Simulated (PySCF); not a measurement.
ammonia (H3N), SMILES N.

Geometry optimised at PBE-D3(BJ)/def2-TZVPD.

Method: TDDFT-M06-2X/def2-TZVPD in PySCF 2.14.0.

Vertical excitations; the highest root listed may be one member of a degenerate set. Gas-phase values at a fixed geometry. State labels are in the subgroup Cs.

| state | symmetry | energy (eV) | λ (nm) | f | main pairs |
|---|---|---|---|---|---|
| S1 | A' | 6.69 | 185 | 0.078 | HOMO→LUMO 97 % |
| S2 | A' | 8.70 | 143 | 0.014 | HOMO→LUMO+2 (degenerate set) |
| S3 | A" | 8.70 | 143 | 0.014 | HOMO→LUMO+1 (degenerate set) |
| S4 | A" | 10.24 | 121 | 0.002 | HOMO→LUMO+4 (degenerate set) |
| S5 | A' | 10.24 | 121 | 0.002 | HOMO→LUMO+5 (degenerate set) |
| S6 | A' | 10.50 | 118 | 0.001 | HOMO→LUMO+3 95 % |
| S7 | A' | 11.44 | 108 | 0.117 | HOMO→LUMO+6 96 % |
| S8 | A" | 11.57 | 107 | 0.000 | HOMO→LUMO+7, HOMO−2→LUMO (degenerate set) |
| S9 | A' | 11.57 | 107 | 0.000 | HOMO→LUMO+8, HOMO−1→LUMO (degenerate set) |
| S10 | A" | 11.74 | 106 | 0.247 | HOMO−2→LUMO 56 %, HOMO→LUMO+7 41 % |
| T1 | A' | 6.50 | 191 | 0 | HOMO→LUMO 94 % |
| T2 | A' | 8.50 | 146 | 0 | HOMO→LUMO+2 (degenerate set) |
| T3 | A" | 8.50 | 146 | 0 | HOMO→LUMO+1 (degenerate set) |
| T4 | A' | 10.01 | 124 | 0 | HOMO→LUMO+3 96 % |
Triplets are in the Tamm–Dancoff approximation, which puts them higher than full response would, so one can lie above its singlet here.
